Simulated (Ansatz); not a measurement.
A made-up structure of CH2LiO, doublet:

| atom | x (Å) | y (Å) | z (Å) |
| --- | --- | --- | --- |
| Li1 | -1.6588 | 1.1081 | -0.0807 |
| C2 | -0.2763 | -0.2048 | -0.0690 |
| O3 | 1.0918 | -0.2692 | 0.1188 |
| H4 | -0.5658 | -1.2523 | -0.2605 |
| H5 | -2.7262 | 2.1094 | 0.5406 |

It is relaxed with PBE-D4/def2-SVP and then PBE0-D4/def2-TZVP (Ansatz 0.2.0). Atoms count as bonded within 1.22 times the sum of their covalent radii (H–H: 0.88 Å). The end point is not checked to be a true minimum.

Problem. Does its bonding change? (Judge from chemistry; the calculation decides.)

Solution. Computed: Yes. Formed: Li1–O3, C2–H5; broken: Li1–H5.

Where it ends: The first stage lowers the energy by 3.39 eV in 36 steps. It ends as CH₂LiO ([Li]1[CH2][O]1):
Li1  (-0.220, 1.670, 0.908)
C2  (-1.033, -0.009, -0.069)
O3  (0.023, 0.660, -0.440)
H4  (-0.918, -0.974, 0.439)
H5  (-1.987, 0.144, -0.589)
(Å)

Labels in which every atom is bracketed show which atoms are joined, not bond orders.

For scale, one of the runs: PBE0-D4/def2-TZVP relaxation, 88 basis functions, launched by `ansatz run in.yaml --threads 2 --pin off --events-out ev --progress --plain --max-ram 4352MiB`. Hardware: 2 CPU threads of an Arm Neoverse V1, shared host. Wall time about 11 s.
